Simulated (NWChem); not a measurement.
Lowest excitation of dimethylamine (C₂H₇N)

SMILES: CNC
```xyz
10

C      0.0184     0.2167    -1.2073
N     -0.1400    -0.5514     0.0000
C      0.0184     0.2167     1.2073
H      0.9861     0.7624    -1.2886
H     -0.7815     0.9733    -1.2786
H     -0.0754    -0.4361    -2.0886
H      0.5011    -1.3400     0.0000
H      0.9861     0.7624     1.2886
H     -0.0754    -0.4361     2.0886
H     -0.7815     0.9733     1.2786
```
Charge 0, spin multiplicity 1.

Everything below was run with NWChem. Structure: optimised with PBE0/def2-SVP, a minimum by its harmonic frequencies.

Basis set: 6-31+G*.

B3LYP has NWChem's definition, with VWN1-RPA local correlation. The Pople sets run with spherical d functions.

Question: One of these methods gave a lowest vertical singlet excitation energy of 6.86 eV. Which?
A) TD-B3LYP
B) TD-CAM-B3LYP
C) CIS
D) TD-PBE

Answer: C, CIS. The others give 4.74 (TD-PBE), 5.22 (TD-B3LYP), 5.52 (TD-CAM-B3LYP).
